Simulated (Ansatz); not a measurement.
**How far each method lies from full CI for H$_{2}$B–B, triplet**

Geometry: a point of a stretch scan, not a stationary point.

```yaml
atoms:
  - { symbol: B, position_ang: [0.0000, 0.0000, 0.6052] }
  - { symbol: B, position_ang: [0.0000, 0.0000, -0.8258] }
  - { symbol: H, position_ang: [0.0000, 1.0479, 1.1835] }
  - { symbol: H, position_ang: [0.0000, -1.0479, 1.1835] }
```

Basis 6-31G; Ansatz 0.2.0. Only valence electrons are correlated (noble-gas cores frozen), which leaves 8 electrons in 20 orbitals. R marks a restricted (for open shells ROHF) determinant, U an unrestricted one. Active spaces: valence = (8e, 10o) chosen from the atoms' valence shells.

Full CI is exact within this basis and frozen core; it isn't the basis-set limit. The frozen core follows each run's orbitals, which can shift R against U totals by a few meV.

For open shells CISD is restricted-active-space CI with the open shells as a complete middle space.

```
UHF ⟨S²⟩                          : 2.004
T1 diagnostic (RCCSD)             : 0.0294
largest doubles amplitude (RCCSD) : 0.058
T1 diagnostic (UCCSD)             : 0.0262
```

Problem. From what is known of these methods and the diagnostics, rank them by the size of their error in total energy against full CI in 6-31G, smallest first (an estimate: the text doesn't fix the numbers).
A. BCCD(T)
B. NEVPT2 (valence space)
C. CISD
D. UCCSD
E. UMP2

Solution. A (0.91 mEh), D (3.43 mEh), C (7.27 mEh), B (9.40 mEh), E (27.85 mEh).

All errors are against full CI in 6-31G. Within each family the higher level lies nearer, as is usual though not guaranteed.

The full-CI state has the irrep B1 of C2v, in the program's axes.

Natural occupations of full CI about the gap: 1.973 1.957 1.947 0.995 0.984 0.040 0.025 0.022 0.016 0.013; effectively unpaired electrons, Σ n²(2−n)², 2.03.
